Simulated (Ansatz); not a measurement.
**Worked example: vertical ionisation energy of C2H2F4 (norflurane)**

C2H2F4 has 8 atoms, charge 0, and is taken as a singlet. SMILES: `FCC(F)(F)F`. Geometry: relaxed at PBE0-D4/def2-TZVP.

Both states at this one shape; open shells run unrestricted unless said. 1 Eh = 27.2114 eV.

```tsv
level	program	singlet C2H2F4 (Eh)	doublet [C2H2F4]+ (Eh)	HOMO of the first (eV)
HF/cc-pVDZ	Ansatz	-474.682782	-474.193032	-15.00
r2SCAN0/cc-pVDZ	Ansatz	-476.545581	-476.065162	-10.49
wB97X/cc-pVDZ	Ansatz	-476.704917	-476.225281	-12.61
PBE-QIDH/cc-pVDZ, 6 core orbitals frozen	Ansatz	-476.178790	-475.686797	-13.29
```

Task: Work out the vertical ionisation energy at each level.

Result: 
1. HF/cc-pVDZ: -474.193032 − (-474.682782) = 0.489750 Eh = 13.33 eV; −ε(HOMO) = 15.00 eV.
2. r2SCAN0/cc-pVDZ: -476.065162 − (-476.545581) = 0.480419 Eh = 13.07 eV; −ε(HOMO) = 10.49 eV.
3. wB97X/cc-pVDZ: -476.225281 − (-476.704917) = 0.479636 Eh = 13.05 eV; −ε(HOMO) = 12.61 eV.
4. PBE-QIDH/cc-pVDZ: -475.686797 − (-476.178790) = 0.491993 Eh = 13.39 eV; −ε(HOMO) = 13.29 eV.

No measured value is set beside it here; the levels span 13.05 to 13.39 eV. In Hartree–Fock, −ε(HOMO) (Koopmans) exceeds the difference of totals by the orbital relaxation of the ion.
